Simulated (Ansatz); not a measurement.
# Scan of [CH3···H···H], doublet

Starting geometry:

```xyz
6

C    -0.1377    0.0000    0.0000
H    -0.5009    1.0273    0.0000
H    -0.5009   -0.5137    0.8897
H    -0.5009   -0.5137   -0.8897
H     0.9519    0.0000    0.0000
H     2.1913    0.0000    0.0000
```

From there H5 is moved from one fragment to the other while all else, the fragments' distance too, stays fixed; atoms are numbered as listed. Energies are in kJ/mol, counted from the starting geometry at the same level. Kohn–Sham curves are unrestricted where that lies lower.

Basis cc-pVTZ; Ansatz 0.2.0. Correlated methods freeze the noble-gas cores. R marks a restricted (for open shells ROHF) determinant, U an unrestricted one.

Full CI isn't at hand for all of this; UCCSDT(Q) serves as the reference, and is uncertain by about the last step of the cluster series.

```
distance C1-H5 (Å)  UCCSDT(Q)  SPW92   PBE  revPBE  r2SCAN  PBE0  B3LYP  wB97M-V  B2PLYP  RPA-PBE
             1.090        0.0    0.0   0.0     0.0     0.0   0.0    0.0      0.0     0.0      0.0
             1.160        4.7   -1.5  -0.1    -0.6     1.2   2.5    1.6      3.7     3.8      3.6
             1.301       26.8   12.4  14.2    12.5    18.0  21.1   17.7     23.4    24.3     23.2
             1.443       37.2   28.7  26.1    22.4    28.7  32.9   26.9     33.7    35.1     33.1
             1.584       39.8   51.9  39.7    33.3    36.5  42.0   33.7     38.0    39.6     36.9
```

**Question.** Judged by the spread of the error over the points with a reference (largest less smallest), which of these follows UCCSDT(Q) best and which worst?

**Answer.** Subtracting the UCCSDT(Q) column from each: best B2PLYP (errors from -2.5 to 0.0, spread 2.5 kJ/mol), worst SPW92 (from -14.4 to 12.1, spread 26.4 kJ/mol). Functionals and wave-function methods converge differently with the basis, so part of this is basis effect.
